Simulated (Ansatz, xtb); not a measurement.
Two isomers of C3H4FNO

Structure I: `NC(=O)/C=C\F`, a singlet. Structure II: `NC(=O)/C=C/F`, a singlet. Both are isolated molecules in the gas phase, relaxed with PBE-D3(BJ)/def2-SVP; each stands in its lowest conformer found.

Task: Estimate which is lower in electronic energy at CCSD(T)/def2-SVP + ΔMP2/def2-TZVPP, and by roughly how much.

Result: Too close to call at this level: CCSD(T)/def2-SVP + ΔMP2/def2-TZVPP gives E(II) − E(I) = −1.59 kJ/mol.

The same difference at several levels:

```json
{"level": "GFN2-xTB", "geometry": "GFN2-xTB", "E(II) − E(I) (kJ/mol)": "−6.04", "departure from the last row (kJ/mol)": "−4.45", "job, with rough time for the two": "optimisation, 0.092 s"}
{"level": "HF/STO-3G", "geometry": "GFN2-xTB", "E(II) − E(I) (kJ/mol)": "−3.95", "departure from the last row (kJ/mol)": "−2.36", "job, with rough time for the two": "single point, 0.32 s"}
{"level": "r2SCAN-D4/def2-SVP", "geometry": "GFN2-xTB", "E(II) − E(I) (kJ/mol)": "−2.50", "departure from the last row (kJ/mol)": "−0.91", "job, with rough time for the two": "single point, 3.3 s"}
{"level": "PBE-D3(BJ)/def2-SVP", "geometry": "PBE-D3(BJ)/def2-SVP", "E(II) − E(I) (kJ/mol)": "−1.58", "departure from the last row (kJ/mol)": "+0.01", "job, with rough time for the two": "optimisation, 23 s"}
{"level": "HF/def2-SVP", "geometry": "PBE-D3(BJ)/def2-SVP", "E(II) − E(I) (kJ/mol)": "−8.53", "departure from the last row (kJ/mol)": "−6.94", "job, with rough time for the two": "part of the CCSD(T) run"}
{"level": "MP2/def2-SVP", "geometry": "PBE-D3(BJ)/def2-SVP", "E(II) − E(I) (kJ/mol)": "−3.57", "departure from the last row (kJ/mol)": "−1.98", "job, with rough time for the two": "part of the CCSD(T) run"}
{"level": "CCSD(T)/def2-SVP", "geometry": "PBE-D3(BJ)/def2-SVP", "E(II) − E(I) (kJ/mol)": "−3.00", "departure from the last row (kJ/mol)": "−1.41", "job, with rough time for the two": "single point"}
{"level": "CCSD(T)/def2-SVP + ΔMP2/def2-TZVPP", "geometry": "PBE-D3(BJ)/def2-SVP", "E(II) − E(I) (kJ/mol)": "−1.59", "departure from the last row (kJ/mol)": "", "job, with rough time for the two": "single point, 40 s"}
```

As drawn, both hold the same kinds of bond in the same numbers.

The largest departure from CCSD(T)/def2-SVP + ΔMP2/def2-TZVPP is that of HF/def2-SVP, 6.94 kJ/mol. The last row adds to CCSD(T) the change of the MP2 difference between the two basis sets, here +1.41 kJ/mol.

With harmonic frequencies from PBE-D3(BJ)/def2-SVP (ideal gas, rigid rotor, one conformer each, 298.15 K, 1 atm): the zero-point term adds −0.98 kJ/mol; ΔH is −1.98 and ΔG −2.69 kJ/mol.

The correlated steps freeze 6 core orbitals. Codes used: Ansatz 0.2.0, xtb 6.7.1; the last row on 2 threads of Arm Neoverse V1 on a shared host.
